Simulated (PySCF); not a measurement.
Gas-phase reaction: 6 AlH = Al2H6 + 4 Al

Method: PySCF energies plus ideal-gas RRHO corrections (1 bar). † marks an energy on the PBE0/def2-TZVP geometry and frequencies. MP2 freezes the core. Open shells (unrestricted): Al (multiplicity 2, electronic degeneracy 6); the rest are closed-shell singlets. Spin-orbit splitting is ignored; it lowers the true energy and changes the entropy of Al. Al2H6: computed as isolated molecules; such fragments, hydroxides, amides, oligomers or adducts are transient or little studied in the gas. MP2 isn't extrapolated to the basis-set limit; its ΔH°(298 K) is -106.8 kJ in def2-SVP and -93.3 kJ in def2-TZVPP. The harmonic model lacks anharmonicity and excited electronic states, which grow with temperature; levels with a mode under 35 cm⁻¹ are left out.

```tsv
level	ΔE electronic, kJ	ΔH°(298 K), kJ	ΔS°(298 K), J/K	ΔG°(1200 K), kJ
HF/def2-TZVP†	-209	-165	-192	58
M06-2X/def2-TZVP†	-66	-23	-192	200
MP2/def2-TZVPP†	-137	-93	-192	129
PBE0/def2-QZVP†	-151	-107	-192	116
PBE0/def2-SVP†	-151	-107	-192	116
LDA/def2-TZVP†	-131	-88	-192	135
ωB97M-V/def2-TZVP†	-57	-13	-192	209
ωB97X-V/def2-TZVP†	-117	-73	-192	149
```
ΔH° is lowest at HF/def2-TZVP† and highest at ωB97M-V/def2-TZVP†. No reference value is set beside these.
